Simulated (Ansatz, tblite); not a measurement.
**The cluster K₂Na₆+: one state, many levels**

One table from this session's results is given with a row withheld; the runs are named, their logs left out.

Computed with Ansatz 0.2.0, Gaussian basis. Level: as each input shows.

The runs, in order: GFN1-xTB, GFN2-xTB, PBE/def2-TZVP, r2SCAN/def2-TZVP, HSE06/def2-TZVP, LC-ωPBE/def2-TZVP, PBE-QIDH/def2-TZVP, PBE/def2-SVP, PBE0/def2-SVP, HF/STO-3G, MP2/def2-TZVP, RPA/def2-TZVP.

2 further runs of the same task are left out: 2 set aside as unsound or not needed.

### The relaxed structure

The geometry is that of the doublet, from an earlier relaxation (PBE0/def2-SVP). At that level it is the lowest of the isomers that a small search found.

8 atoms, charge 1, spin multiplicity 2.

Bond lengths: Na1–Na2 3.556 Å, Na1–Na3 3.585 Å, Na1–Na4 3.456 Å, Na1–Na5 3.464 Å, Na1–Na6 3.533 Å, Na1–K7 3.908 Å, Na1–K8 4.044 Å, Na2–Na3 3.536 Å, Na2–Na4 3.708 Å, Na2–Na6 3.679 Å, Na2–K7 4.309 Å, Na3–Na4 3.683 Å, Na3–Na5 3.779 Å, Na4–Na5 3.580 Å, Na4–Na6 3.617 Å, Na4–K8 4.276 Å, Na5–K8 4.216 Å, Na6–K7 4.192 Å and more. Angles: Na2–Na1–Na3 59.4°, Na2–Na1–Na4 63.8°, Na2–Na1–Na5 114.6°, Na2–Na1–Na6 62.5°, Na2–Na1–K7 70.3°, Na2–Na1–K8 120.9°, Na3–Na1–Na4 63.0°, Na3–Na1–Na5 64.8°, Na3–Na1–Na6 112.3°, Na3–Na1–K7 117.4°, Na3–Na1–K8 123.6°, Na4–Na1–Na5 62.3°, Na4–Na1–Na6 62.3°, Na4–Na1–K7 123.6°, Na4–Na1–K8 69.0°, Na5–Na1–Na6 116.4°, Na5–Na1–K7 174.1°, Na5–Na1–K8 67.8° and more.

The ion is computed in the gas phase, without counter-ions or solvent.

PBE0/def2-TZVP was run before; its log isn't repeated, and its numbers join the tables.

Set-up of the first run:

Tight binding, by tblite at 300 K electronic temperature and without a spin-polarisation term:

```python
tblite.interface.Calculator('GFN1-xTB', numbers, positions, charge=1, uhf=1).singlepoint()
```

Tight binding, by tblite at 300 K electronic temperature and without a spin-polarisation term:

```python
tblite.interface.Calculator('GFN2-xTB', numbers, positions, charge=1, uhf=1).singlepoint()
```

start.molden holds the orbitals of an earlier run on this state, given as this run's starting guess.

Contents of in.yaml:

```yaml
crystal:
  periodic: [false, false, false]
  atoms:
    - {symbol: Na, position_ang: [1.106404, -0.151768, -0.513250]}
    - {symbol: Na, position_ang: [-0.021283, 2.286578, 1.816251]}
    - {symbol: Na, position_ang: [1.426874, -0.708764, 3.013518]}
    - {symbol: Na, position_ang: [-1.783126, -0.920713, 1.220288]}
    - {symbol: Na, position_ang: [0.666285, -3.432651, 0.506866]}
    - {symbol: Na, position_ang: [-1.823091, 1.646727, -1.327085]}
    - {symbol: K, position_ang: [1.936886, 3.425371, -1.849519]}
    - {symbol: K, position_ang: [-1.508960, -2.144790, -2.867069]}
basis:
  gaussian: {orbitals: def2-TZVP, initial_orbitals: start.molden}
total_charge: 1
magnetization: {spin_polarized: true, initial_magnetization: 1}
hamiltonian: {xc: pbe}
scf: {omitted_lower_state_checks: [starts]}
output: {forces: true, orbitals: {seedname: orbitals}}
```

The run is started by

```
$ ansatz run in.yaml --threads 4 --pin off --events-out ev --progress --plain --max-ram 8704MiB
```

Steps of the session up to this table: PBE/def2-TZVP; r2SCAN/def2-TZVP; HSE06/def2-TZVP; LC-ωPBE/def2-TZVP; PBE-QIDH/def2-TZVP; PBE/def2-SVP; PBE0/def2-SVP; HF/STO-3G; MP2/def2-TZVP; RPA/def2-TZVP.

One table of the session follows, with a row left open; its other results are not shown here.

It belongs to the step «Levels side by side». 

| level | HOMO (eV) | gap (eV) |
| --- | --- | --- |
| HF/STO-3G | -0.59 | 4.83 |
| PBE/def2-SVP | -5.36 | 0.45 |
| PBE/def2-TZVP | -5.36 | 0.46 |
| r2SCAN/def2-TZVP | -5.39 | 0.90 |
| PBE0/def2-SVP | -5.73 | 1.34 |
| PBE0/def2-TZVP | -5.74 | 1.37 |
| HSE06/def2-TZVP | ? | ? |
| LC-ωPBE/def2-TZVP | -6.93 | 4.02 |

Q: Estimate the row for HSE06/def2-TZVP from the others.

The run gave: HOMO (eV): -5.44; gap (eV): 0.74. In the column «HOMO (eV)» it lies between PBE0/def2-SVP (-5.73) and r2SCAN/def2-TZVP (-5.39).
